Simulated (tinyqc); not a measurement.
RKS/PBE in the sto-3g basis, for OH-, spin multiplicity 1, step by step (part 1 of 2). The basis has no diffuse functions, so it cannot describe the extra electron: this is an exercise in the method, not the real anion. Computed by tinyqc, a small Python program that keeps every step (integrals from PySCF). Settings: charge = -1, multiplicity = 1, basis = sto-3g, energy threshold = 1e-08, iteration cap = 58, orthogonalisation = symmetric, start = Wolfsberg-Helmholz matrix, DIIS depth = 8, damping = 0.7, method = RKS, functional = pbe,pbe, grid = [40, 86]. Command: `OMP_NUM_THREADS=1 python tinyqc.py 30068 30069 out.jsonl` (the two numbers bound the seeds that draw the settings). One thread of a shared host (Intel(R) Xeon(R) Processor @ 2.60GHz), about 0.9 s of CPU time with the checks. Later iterations appear only in the table of the cycle.

## One-electron integrals

Geometry (angstrom):
```
atom         x         y         z
O     0.000000  0.000000  0.000000
H     0.000000  0.000000  1.039000
```

Basis sto-3g: exponents (1/bohr^2) and contraction coefficients of normalised primitives:
```
element  l (shell)    exponent  coefficient
O            s (1)  130.709320     0.154329
O            s (1)   23.808861     0.535328
O            s (1)    6.443608     0.444635
O            s (2)    5.033151    -0.099967
O            s (2)    1.169596     0.399513
O            s (2)    0.380389     0.700115
O            p (3)    5.033151     0.155916
O            p (3)    1.169596     0.607684
O            p (3)    0.380389     0.391957
H            s (1)    3.425251     0.154329
H            s (1)    0.623914     0.535328
H            s (1)    0.168855     0.444635
```

Overlap, kinetic and nuclear-attraction integrals over the contracted functions; the nuclear repulsion is the sum of Za Zb / Rab.

nuclear repulsion = 4.07451173 hartree

overlap S, lower triangle:
```
           1O 1s     1O 2s    1O 2px    1O 2py    1O 2pz     2H 1s
1O 1s   1.000000
1O 2s   0.236704  1.000000
1O 2px  0.000000  0.000000  1.000000
1O 2py  0.000000  0.000000  0.000000  1.000000
1O 2pz  0.000000  0.000000  0.000000  0.000000  1.000000
2H 1s   0.044420  0.422727  0.000000  0.000000  0.363794  1.000000
```

kinetic energy T (hartree), lower triangle:
```
            1O 1s     1O 2s    1O 2px    1O 2py    1O 2pz     2H 1s
1O 1s   29.003200
1O 2s   -0.168011  0.808128
1O 2px   0.000000  0.000000  2.528731
1O 2py   0.000000  0.000000  0.000000  2.528731
1O 2pz   0.000000  0.000000  0.000000  0.000000  2.528731
2H 1s   -0.006837  0.092841  0.000000  0.000000  0.225275  0.760032
```

nuclear attraction V (hartree), lower triangle:
```
             1O 1s      1O 2s     1O 2px     1O 2py     1O 2pz      2H 1s
1O 1s   -61.127769
1O 2s    -7.303636  -9.557252
1O 2px    0.000000   0.000000  -9.449903
1O 2py    0.000000   0.000000   0.000000  -9.449903
1O 2pz   -0.013175  -0.158917   0.000000   0.000000  -9.553293
2H 1s    -1.407201  -3.154261   0.000000   0.000000  -2.442791  -5.193708
```

core Hamiltonian H = T + V (hartree), lower triangle:
```
             1O 1s      1O 2s     1O 2px     1O 2py     1O 2pz      2H 1s
1O 1s   -32.124569
1O 2s    -7.471647  -8.749124
1O 2px    0.000000   0.000000  -6.921172
1O 2py    0.000000   0.000000   0.000000  -6.921172
1O 2pz   -0.013175  -0.158917   0.000000   0.000000  -7.024562
2H 1s    -1.414038  -3.061420   0.000000   0.000000  -2.217516  -4.433676
```

## Two-electron integrals

Functions are numbered as in S; the eight-fold symmetry (ij|kl) = (ji|kl) = (kl|ij) leaves the list below.

Two-electron integrals (ij|kl) in chemists' order, unique and non-zero (hartree):
```
(11|11) 4.785065   (21|11) 0.741380   (21|21) 0.136873   (22|11) 1.118947
(22|21) 0.256633   (22|22) 0.817206   (31|31) 0.024477   (32|31) 0.037809
(32|32) 0.180518   (33|11) 1.115814   (33|21) 0.256684   (33|22) 0.817023
(33|33) 0.880159   (41|41) 0.024477   (42|41) 0.037809   (42|42) 0.180518
(43|43) 0.047444   (44|11) 1.115814   (44|21) 0.256684   (44|22) 0.817023
(44|33) 0.785270   (44|44) 0.880159   (51|51) 0.024477   (52|51) 0.037809
(52|52) 0.180518   (53|53) 0.047444   (54|54) 0.047444   (55|11) 1.115814
(55|21) 0.256684   (55|22) 0.817023   (55|33) 0.785270   (55|44) 0.785270
(55|55) 0.880159   (61|11) 0.141051   (61|21) 0.025828   (61|22) 0.048137
(61|33) 0.048043   (61|44) 0.048043   (61|51) 0.001192   (61|52) 0.002235
(61|55) 0.048331   (61|61) 0.004937   (62|11) 0.349714   (62|21) 0.081242
(62|22) 0.287219   (62|33) 0.282286   (62|44) 0.282286   (62|51) 0.006107
(62|52) 0.047026   (62|55) 0.296809   (62|61) 0.015638   (62|62) 0.125910
(63|31) 0.008421   (63|32) 0.049311   (63|53) 0.009722   (63|63) 0.017761
(64|41) 0.008421   (64|42) 0.049311   (64|54) 0.009722   (64|64) 0.017761
(65|11) 0.254659   (65|21) 0.059915   (65|22) 0.226158   (65|33) 0.215941
(65|44) 0.215941   (65|51) 0.012361   (65|52) 0.084288   (65|55) 0.246338
(65|61) 0.012033   (65|62) 0.120436   (65|65) 0.131627   (66|11) 0.495383
(66|21) 0.116950   (66|22) 0.474740   (66|33) 0.455673   (66|44) 0.455673
(66|51) 0.011200   (66|52) 0.119540   (66|55) 0.512278   (66|61) 0.022702
(66|62) 0.264182   (66|65) 0.288410   (66|66) 0.774606
```

## Orthogonalisation

S = U s U^T; symmetric (Loewdin) form X = U s^(-1/2) U^T, so that X^T S X = 1.

eigenvalues of S: 0.424490  0.839513  1.000000  1.000000  1.133182  1.602816

X, lower triangle:
```
            1O 1s      1O 2s    1O 2px    1O 2py     1O 2pz     2H 1s
1O 1s    1.022982
1O 2s   -0.131823   1.113672
1O 2px   0.000000   0.000000  1.000000
1O 2py   0.000000   0.000000  0.000000  1.000000
1O 2pz  -0.007657   0.077243  0.000000  0.000000   1.065028
2H 1s    0.022227  -0.271749  0.000000  0.000000  -0.229576  1.153849
```

## Starting guess

The start is the generalised Wolfsberg-Helmholz matrix (K = 1.75) built on H; D = 2 C_occ C_occ^T.

D at the start, lower triangle:
```
            1O 1s      1O 2s    1O 2px    1O 2py    1O 2pz     2H 1s
1O 1s    2.083919
1O 2s   -0.347572   1.507448
1O 2px   0.000000   0.000000  2.000000
1O 2py   0.000000   0.000000  0.000000  2.000000
1O 2pz   0.111046  -0.421574  0.000000  0.000000  1.715238
2H 1s   -0.173311   0.486258  0.000000  0.000000  0.272946  0.263634
```

## Iteration 1: exchange-correlation on the grid

Becke grid with 40 radial and 86 angular points per atom, points of zero weight dropped. rho = sum D_ij phi_i phi_j; V_xc,ij = sum w v_xc phi_i phi_j plus the gradient terms; v_xc is d(rho eps)/d rho at fixed gradient.

The 12 grid points with the largest w rho, of 6877 (bohr, atomic units):
```
x                  y          z         w       rho  |grad rho|^2     eps_xc       v_xc
0.652052    0.652052  -0.652052  0.031670  0.402166      1.128359  -0.620463  -0.770540
0.652052   -0.652052  -0.652052  0.031670  0.402166      1.128359  -0.620463  -0.770540
-0.652052   0.652052  -0.652052  0.031670  0.402166      1.128359  -0.620463  -0.770540
-0.652052  -0.652052  -0.652052  0.031670  0.402166      1.128359  -0.620463  -0.770540
0.784194   -0.213526  -0.784194  0.031491  0.403415      1.138090  -0.621077  -0.771264
0.784194    0.213526  -0.784194  0.031491  0.403415      1.138090  -0.621077  -0.771264
-0.784194   0.213526  -0.784194  0.031491  0.403415      1.138090  -0.621077  -0.771264
-0.784194  -0.213526  -0.784194  0.031491  0.403415      1.138090  -0.621077  -0.771264
-0.213526   0.784194  -0.784194  0.031491  0.403415      1.138090  -0.621077  -0.771264
0.213526    0.784194  -0.784194  0.031491  0.403415      1.138090  -0.621077  -0.771264
-0.213526  -0.784194  -0.784194  0.031491  0.403415      1.138090  -0.621077  -0.771264
0.213526   -0.784194  -0.784194  0.031491  0.403415      1.138090  -0.621077  -0.771264
```

electrons on the grid, sum of w rho = 10.000046

E_xc = sum of w rho eps_xc = -9.75928129 hartree

V_xc (hartree), lower triangle:
```
            1O 1s      1O 2s     1O 2px     1O 2py     1O 2pz      2H 1s
1O 1s   -3.089328
1O 2s   -0.427101  -0.829833
1O 2px   0.000000   0.000000  -0.823297
1O 2py   0.000000   0.000000   0.000000  -0.823297
1O 2pz   0.002154   0.009898   0.000000   0.000000  -0.825005
2H 1s   -0.081726  -0.273119   0.000000   0.000000  -0.211161  -0.429093
```

## Iteration 1: building the Kohn-Sham matrix

J_ij = sum D_kl (ij|kl); F = H + J + V_xc; E = tr D H + tr D J / 2 + E_xc + E_nn.

Coulomb J (hartree), lower triangle:
```
            1O 1s      1O 2s    1O 2px    1O 2py    1O 2pz     2H 1s
1O 1s   18.081047
1O 2s    3.437297   8.566028
1O 2px   0.000000   0.000000  8.552122
1O 2py   0.000000   0.000000  0.000000  8.552122
1O 2pz  -0.011216  -0.021321  0.000000  0.000000  8.570643
2H 1s    0.648050   2.957637  0.000000  0.000000  2.308776  4.880459
```

Kohn-Sham matrix F (hartree), lower triangle:
```
             1O 1s      1O 2s    1O 2px    1O 2py     1O 2pz     2H 1s
1O 1s   -17.132850
1O 2s    -4.461450  -1.012929
1O 2px    0.000000   0.000000  0.807654
1O 2py    0.000000   0.000000  0.000000  0.807654
1O 2pz   -0.022237  -0.170340  0.000000  0.000000   0.721076
2H 1s    -0.847713  -0.376902  0.000000  0.000000  -0.119901  0.017690
```

total energy of this density = -73.93058401 hartree

This density is the starting one.

## Iteration 1: diagonalisation and new density

Diagonalise F' = X^T F X, C = X C', fill 5 alpha and 5 beta electrons from the bottom; D = 2 C_occ C_occ^T; the new density keeps 0.7 of the old one (damping). Each column has its largest component positive (the first on a tie).

F' = X^T F X (hartree), lower triangle:
```
            1          2         3         4          5         6
1  -16.779948
2   -2.485459  -0.094889
3    0.000000   0.000000  0.807654
4    0.000000   0.000000  0.000000  0.807654
5   -0.034575  -0.046768  0.000000  0.000000   0.858423
6   -0.110835  -0.281686  0.000000  0.000000  -0.320956  0.267560
```

orbital energies (hartree): MO1 -17.143725, MO2 -0.070230, MO3 0.458925, MO4 0.807654, MO5 0.807654, MO6 1.006174

coefficients C:
```
              MO1        MO2        MO3        MO4       MO5        MO6
1O 1s    0.993357  -0.162544  -0.222223   0.000000  0.000000  -0.043127
1O 2s    0.028208   0.504684   0.996153   0.000000  0.000000   0.299393
1O 2px   0.000000   0.000000   0.000000  -0.060758  0.998153   0.000000
1O 2py   0.000000   0.000000   0.000000   0.998153  0.060758   0.000000
1O 2pz   0.004173   0.178362  -0.177352   0.000000  0.000000   1.062888
2H 1s   -0.007791   0.623049  -0.736387   0.000000  0.000000  -0.726566
```

D after iteration 1, lower triangle:
```
            1O 1s      1O 2s    1O 2px    1O 2py    1O 2pz     2H 1s
1O 1s    2.096280
1O 2s   -0.408529   1.803907
1O 2px   0.000000   0.000000  2.000000
1O 2py   0.000000   0.000000  0.000000  2.000000
1O 2pz   0.086471  -0.347024  0.000000  0.000000  1.238637
2H 1s   -0.088539   0.088782  0.000000  0.000000  0.336080  0.742854
```

Within a degenerate level the vectors are fixed only up to a rotation; this is one choice.

## Iteration 2: exchange-correlation on the grid

As before.

The 12 grid points with the largest w rho, of 6877 (bohr, atomic units):
```
x                  y          z         w       rho  |grad rho|^2     eps_xc       v_xc
0.784194   -0.784194  -0.213526  0.031488  0.394556      1.085537  -0.616939  -0.765612
0.784194    0.784194  -0.213526  0.031488  0.394556      1.085537  -0.616939  -0.765612
-0.784194   0.784194  -0.213526  0.031488  0.394556      1.085537  -0.616939  -0.765612
-0.784194  -0.784194  -0.213526  0.031488  0.394556      1.085537  -0.616939  -0.765612
0.000000    1.047315  -0.422665  0.031320  0.391904      1.077113  -0.615803  -0.763675
1.047315    0.000000  -0.422665  0.031320  0.391904      1.077113  -0.615803  -0.763675
-1.047315   0.000000  -0.422665  0.031320  0.391904      1.077113  -0.615803  -0.763675
0.000000   -1.047315  -0.422665  0.031320  0.391904      1.077113  -0.615803  -0.763675
1.047315   -0.422665   0.000000  0.031299  0.390174      1.055636  -0.614797  -0.762927
1.047315    0.422665   0.000000  0.031299  0.390174      1.055636  -0.614797  -0.762927
-0.422665   1.047315   0.000000  0.031299  0.390174      1.055636  -0.614797  -0.762927
-1.047315   0.422665   0.000000  0.031299  0.390174      1.055636  -0.614797  -0.762927
```

electrons on the grid, sum of w rho = 10.000052

E_xc = sum of w rho eps_xc = -9.64207969 hartree

V_xc (hartree), lower triangle:
```
            1O 1s      1O 2s     1O 2px     1O 2py     1O 2pz      2H 1s
1O 1s   -3.088537
1O 2s   -0.424844  -0.819869
1O 2px   0.000000   0.000000  -0.819414
1O 2py   0.000000   0.000000   0.000000  -0.819414
1O 2pz   0.001832   0.005183   0.000000   0.000000  -0.802500
2H 1s   -0.081289  -0.275539   0.000000   0.000000  -0.217378  -0.478116
```

## Iteration 2: building the Kohn-Sham matrix

As before.

Coulomb J (hartree), lower triangle:
```
            1O 1s     1O 2s    1O 2px    1O 2py    1O 2pz     2H 1s
1O 1s   17.865196
1O 2s    3.386926  8.437343
1O 2px   0.000000  0.000000  8.431950
1O 2py   0.000000  0.000000  0.000000  8.431950
1O 2pz  -0.004506  0.034661  0.000000  0.000000  8.424715
2H 1s    0.638960  2.946824  0.000000  0.000000  2.327352  4.987647
```

Kohn-Sham matrix F (hartree), lower triangle:
```
             1O 1s      1O 2s    1O 2px    1O 2py     1O 2pz     2H 1s
1O 1s   -17.347910
1O 2s    -4.509565  -1.131650
1O 2px    0.000000   0.000000  0.691364
1O 2py    0.000000   0.000000  0.000000  0.691364
1O 2pz   -0.015850  -0.119074  0.000000  0.000000   0.597653
2H 1s    -0.856368  -0.390136  0.000000  0.000000  -0.107541  0.075855
```

total energy of this density = -74.08186038 hartree

This density is a damped mixture and is not idempotent.

## Iteration 2: DIIS over 2 matrices

error matrix X^T (FDS - SDF) X:
```
           1          2         3         4          5         6
1   0.000000  -0.093298  0.000000  0.000000  -0.094399  0.163789
2   0.093298   0.000000  0.000000  0.000000   0.143119  0.046344
3   0.000000   0.000000  0.000000  0.000000   0.000000  0.000000
4   0.000000   0.000000  0.000000  0.000000   0.000000  0.000000
5   0.094399  -0.143119  0.000000  0.000000   0.000000  0.292663
6  -0.163789  -0.046344  0.000000  0.000000  -0.292663  0.000000
```

B (overlaps of the stored error matrices):
```
               1              2
1  9.9167213e-01  5.3930490e-01
2  5.3930490e-01  3.0544964e-01
```

Minimise |sum c_i e_i|^2 with sum c_i = 1: solve [B -1; -1 0][c; lambda] = [0; -1] with B_ij = tr e_i^T e_j, and take F = sum c_i F_i.

DIIS coefficients: -1.070217  2.070217

extrapolated F (hartree), lower triangle:
```
             1O 1s      1O 2s    1O 2px    1O 2py     1O 2pz     2H 1s
1O 1s   -17.578072
1O 2s    -4.561059  -1.258707
1O 2px    0.000000   0.000000  0.566909
1O 2py    0.000000   0.000000  0.000000  0.566909
1O 2pz   -0.009014  -0.064209  0.000000  0.000000   0.465564
2H 1s    -0.865630  -0.404299  0.000000  0.000000  -0.094314  0.138103
```

## Iteration 2: diagonalisation and new density

As before.

F' = X^T F X (hartree), lower triangle:
```
            1          2         3         4          5         6
1  -17.223886
2   -2.502583  -0.338626
3    0.000000   0.000000  0.566909
4    0.000000   0.000000  0.000000  0.566909
5   -0.031657   0.043788  0.000000  0.000000   0.579215
6   -0.115997  -0.304717  0.000000  0.000000  -0.288896  0.413055
```

orbital energies (hartree): MO1 -17.588427, MO2 -0.139743, MO3 0.303692, MO4 0.566909, MO5 0.566909, MO6 0.854235

coefficients C:
```
              MO1        MO2        MO3       MO4        MO5        MO6
1O 1s    0.993559  -0.229106   0.130504  0.000000   0.000000   0.087981
1O 2s    0.027323   0.820060  -0.624029  0.000000   0.000000  -0.524214
1O 2px   0.000000   0.000000   0.000000  0.810010  -0.586416   0.000000
1O 2py   0.000000   0.000000   0.000000  0.586416   0.810010   0.000000
1O 2pz   0.003113   0.107066   0.554793  0.000000   0.000000  -0.934745
2H 1s   -0.007216   0.327022   0.628417  0.000000   0.000000   0.978014
```

D after iteration 2, lower triangle:
```
            1O 1s      1O 2s    1O 2px    1O 2py    1O 2pz     2H 1s
1O 1s    2.101405
1O 2s   -0.431273   1.900329
1O 2px   0.000000   0.000000  2.000000
1O 2py   0.000000   0.000000  0.000000  2.000000
1O 2pz   0.091109  -0.397909  0.000000  0.000000  1.058606
2H 1s   -0.062027  -0.012355  0.000000  0.000000  0.465435  0.821140
```

Within a degenerate level the vectors are fixed only up to a rotation; this is one choice.

## Iteration 47 (converged): orbitals

converged F (hartree), lower triangle:
```
             1O 1s      1O 2s    1O 2px    1O 2py     1O 2pz     2H 1s
1O 1s   -17.565492
1O 2s    -4.557969  -1.243865
1O 2px    0.000000   0.000000  0.580786
1O 2py    0.000000   0.000000  0.000000  0.580786
1O 2pz   -0.015090  -0.091757  0.000000  0.000000   0.482199
2H 1s    -0.865374  -0.406743  0.000000  0.000000  -0.103563  0.130240
```

Diagonalise F' = X^T F X, C = X C', fill 5 alpha and 5 beta electrons from the bottom; D = 2 C_occ C_occ^T. Each column has its largest component positive (the first on a tie).

F' = X^T F X (hartree), lower triangle:
```
            1          2         3         4          5         6
1  -17.211232
2   -2.503072  -0.324117
3    0.000000   0.000000  0.580786
4    0.000000   0.000000  0.000000  0.580786
5   -0.034865   0.017441  0.000000  0.000000   0.597932
6   -0.114865  -0.304223  0.000000  0.000000  -0.295102  0.407597
```

orbital energies (hartree): MO1 -17.575878, MO2 -0.138508, MO3 0.325470, MO4 0.580786, MO5 0.580786, MO6 0.859096

coefficients C:
```
              MO1        MO2        MO3       MO4        MO5        MO6
1O 1s    0.993551  -0.224021  -0.142645  0.000000   0.000000   0.082120
1O 2s    0.027381   0.796886   0.673616  0.000000   0.000000  -0.497918
1O 2px   0.000000   0.000000   0.000000  0.000922   1.000000   0.000000
1O 2py   0.000000   0.000000   0.000000  1.000000  -0.000922   0.000000
1O 2pz   0.003535   0.141849  -0.524417  0.000000   0.000000  -0.947559
2H 1s   -0.007366   0.344293  -0.639047  0.000000   0.000000   0.965112
```

D after iteration 47, lower triangle:
```
            1O 1s      1O 2s    1O 2px    1O 2py    1O 2pz     2H 1s
1O 1s    2.115355
1O 2s   -0.494806   2.179070
1O 2px   0.000000   0.000000  2.000000
1O 2py   0.000000   0.000000  0.000000  2.000000
1O 2pz   0.093081  -0.480243  0.000000  0.000000  0.590293
2H 1s    0.013419  -0.312625  0.000000  0.000000  0.767877  1.053946
```

Within a degenerate level the vectors are fixed only up to a rotation; this is one choice.
